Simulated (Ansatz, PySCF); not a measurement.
System: ClF, charge 0, singlet. ClF (SMILES FCl).
B3LYP-D3(BJ)/def2-TZVP minimum from Ansatz (an electronic-structure program):
```xyz
2

F      0.0000     0.0000    -1.0729
Cl     0.0000     0.0000     0.5680
```
Charge 0, spin multiplicity 1.

Wanted: enthalpy of formation at 298 K (by atomisation, with ideal-gas terms from PySCF's Hessian at B3LYP-D3(BJ)/def2-TZVP and the atoms' measured values of the G2/97 table; no spin-orbit terms), in kcal/mol. Radicals and triplets start from unrestricted determinants; spin-orbit coupling is neglected. Cores are frozen in correlated methods. Rows without X2C or -DK are non-relativistic. CBS(X,Y): correlation extrapolated as X^-3, Hartree-Fock from the larger set (Q,5: extrapolated as (X+1)exp(-9√X)). A bracket is a step between two methods taken in the basis named. Functionals run without relativity, which enters their misses. 'core' is core correlation in cc-pwCVTZ (1s frozen past Ne), 'X2C' scalar relativity in cc-pVTZ-DK, both at CCSD(T).

Compared with CCSD(T)/CBS(cc-pV(Q+d)Z,cc-pV(5+d)Z) + [CCSDT(Q) - CCSD(T)]/cc-pV(Q+d)Z + [CCSDTQ - CCSDT(Q)]/cc-pV(D+d)Z + core + X2C (Ansatz): -14.7 kcal/mol.

Costs are rough ratios of core time, to one figure, on one kind of shared machine, summed over the single points of the molecules; atoms, geometries and frequencies are left out. The first row took roughly 0.7 core seconds; short runs hold start-up time.

```tsv
level	program	cost relative to the first row
CCSD(T)/cc-pV(D+d)Z	Ansatz	1
CCSD(T)/cc-pV(T+d)Z	Ansatz	2
wB97X-V/def2-TZVPD	Ansatz	3
CCSD(T)/cc-pV(5+d)Z	Ansatz	40
CCSD(T)/CBS(cc-pV(Q+d)Z,cc-pV(5+d)Z) + [CCSDT(Q) - CCSD(T)]/cc-pV(D+d)Z + core + X2C	Ansatz	70
CCSD(T)/CBS(cc-pV(Q+d)Z,cc-pV(5+d)Z) + [CCSDT(Q) - CCSD(T)]/cc-pV(T+d)Z + core + X2C	Ansatz	200
CCSD(T)/CBS(cc-pV(Q+d)Z,cc-pV(5+d)Z) + [CCSDT(Q) - CCSD(T)]/cc-pV(Q+d)Z + core + X2C	Ansatz	600
```

**Question.** Which is the cheapest listed level within 2 kcal/mol of that value?

**Answer.** wB97X-V/def2-TZVPD.
```
level                                                                                 difference (kcal/mol)
------------------------------------------------------------------------------------  ---------------------
CCSD(T)/cc-pV(D+d)Z                                                                                    18.8
CCSD(T)/cc-pV(T+d)Z                                                                                     6.9
wB97X-V/def2-TZVPD                                                                                      0.9
CCSD(T)/cc-pV(5+d)Z                                                                                     1.6
CCSD(T)/CBS(cc-pV(Q+d)Z,cc-pV(5+d)Z) + [CCSDT(Q) - CCSD(T)]/cc-pV(D+d)Z + core + X2C                   -0.3
CCSD(T)/CBS(cc-pV(Q+d)Z,cc-pV(5+d)Z) + [CCSDT(Q) - CCSD(T)]/cc-pV(T+d)Z + core + X2C                    0.0
CCSD(T)/CBS(cc-pV(Q+d)Z,cc-pV(5+d)Z) + [CCSDT(Q) - CCSD(T)]/cc-pV(Q+d)Z + core + X2C                    0.0
```
